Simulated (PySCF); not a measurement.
# Single point on BH

State: ¹Σ⁺ (singlet), closed shell.

An equivalent input (the run itself took its basis sets from the Basis Set Exchange, started from a PBE0 density and held the occupation σ 3α 3β):

```python
from pyscf import gto, scf, cc
mol = gto.M(atom='B 0 0 0; H 0 0 1.26', basis={'B': 'cc-pVDZ', 'H': 'cc-pVDZ'},
            charge=0, spin=0, verbose=4, symmetry='C2v')
mf = scf.RHF(mol)
mf.irrep_nelec = {'A1': 6}
mf.conv_tol = 1e-9
mf.max_cycle = 60
mf.diis_space = 10
mf.kernel()
mycc = cc.CCSD(mf, frozen=[0])
mycc.run(conv_tol=1e-7, conv_tol_normt=1e-5, max_cycle=80, diis_space=8)
et = mycc.ccsd_t()
```

The SCF ended at -25.12512152 hartree. The coupled-cluster part of the log:

```
******** <class 'pyscf.cc.ccsd.CCSD'> ********
CC2 = 0
CCSD nocc = 2, nmo = 18
frozen orbitals [0]
max_cycle = 80
direct = 0
conv_tol = 1e-07
conv_tol_normt = 1e-05
diis_space = 8
diis_start_cycle = 0
diis_start_energy_diff = 1e+09
Init t2, MP2 energy = -25.1858779562091  E_corr(MP2) -0.0607564368644885
Init E_corr(CCSD) = -0.0607564368645119
cycle = 1  E_corr(CCSD) = -0.077358594619303  dE = -0.0166021578  norm(t1,t2) = 0.0551032
cycle = 2  E_corr(CCSD) = -0.0830535289762707  dE = -0.00569493436  norm(t1,t2) = 0.0293148
cycle = 3  E_corr(CCSD) = -0.0886674080285944  dE = -0.00561387905  norm(t1,t2) = 0.0177209
cycle = 4  E_corr(CCSD) = -0.0883188175711129  dE = 0.000348590457  norm(t1,t2) = 0.00364575
cycle = 5  E_corr(CCSD) = -0.0883843607143282  dE = -6.55431432e-05  norm(t1,t2) = 0.00100814
cycle = 6  E_corr(CCSD) = -0.0883301967194274  dE = 5.41639949e-05  norm(t1,t2) = 0.00028051
cycle = 7  E_corr(CCSD) = -0.0883394327194665  dE = -9.23600004e-06  norm(t1,t2) = 8.33381e-05
cycle = 8  E_corr(CCSD) = -0.0883419773965795  dE = -2.54467711e-06  norm(t1,t2) = 1.48429e-05
cycle = 9  E_corr(CCSD) = -0.08834007094372  dE = 1.90645286e-06  norm(t1,t2) = 6.51198e-06
cycle = 10  E_corr(CCSD) = -0.0883404951487581  dE = -4.24205038e-07  norm(t1,t2) = 1.70257e-06
cycle = 11  E_corr(CCSD) = -0.0883404764407764  dE = 1.87079817e-08  norm(t1,t2) = 1.67717e-07
CCSD converged
E(CCSD) = -25.21346199578537  E_corr = -0.08834047644077643
CCSD(T) correction = -0.00137268895632163
```

T1 diagnostic 0.013, D1 0.026, 4 electrons correlated.

Repeating this along the bond gives Re = 1.256 Å and ωe = 2343 cm⁻¹.

A point of this curve took 0.074 CPU seconds beside 0.014 for the integrals, on Intel Xeon Platinum 8375C @ 2.90GHz (shared host).

Correlated steps freeze 1 core orbital.
